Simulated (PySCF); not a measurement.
BNH₃F, closed shell: at a first-order saddle point.

The script, run.py:

```python
import json, numpy as np
from pyscf import gto, scf, dft, mp, cc
EV, BOHR = 27.211386245988, 0.529177210903
mol = gto.M(atom="""
B -0.326261 0.157282 -0.514723
F 0.449839 1.355076 0.620092
N 0.091551 -0.846431 0.190127
H 0.604861 0.379597 0.916016
H -0.844688 0.798226 -1.354869
H 0.024698 -1.843651 0.143356
""", basis="def2-tzvpp", charge=0, spin=0, max_memory=8670, verbose=0)
def mean_field(mol, dm=None):
    mf = dft.RKS(mol, xc="wb97m-v").density_fit()
    mf.conv_tol = 1e-9; mf.grids.level = 4
    mf.kernel(dm0=dm)
    if not mf.converged: mf = mf.newton().run(mf.mo_coeff, mf.mo_occ)
    assert mf.converged
    return mf
def d4(mol):
    return 0.0, np.zeros((6, 3))
def energy_and_gradient(mol, dm=None):
    mf = mean_field(mol, dm); e, g = d4(mol)
    return mf, (mf.e_tot + e) * EV, (mf.nuc_grad_method().kernel()[:6] + g) * EV / BOHR
out = {}
mf = mean_field(mol); e = d4(mol)[0]
out.update(energy=(mf.e_tot + e) * EV, converged=True, dispersion=e * EV)
out['s2'] = mf.spin_square()[0]; out['nelec'] = mol.nelec
print(f"Total energy {out['energy']:.6f} eV, <S^2> {out['s2']:.4f}")
json.dump(out, open("out.json", "w"), default=float)
```

Command:

```bash
OMP_NUM_THREADS=4 python run.py
```

It printed (PySCF 2.14):

```
Total energy -4932.111313 eV, <S^2> 0.0000
```

Time: 70 s of wall clock on 4 CPU threads of an Arm Neoverse V1; the host was shared. Peak host memory: 0.72 GiB.
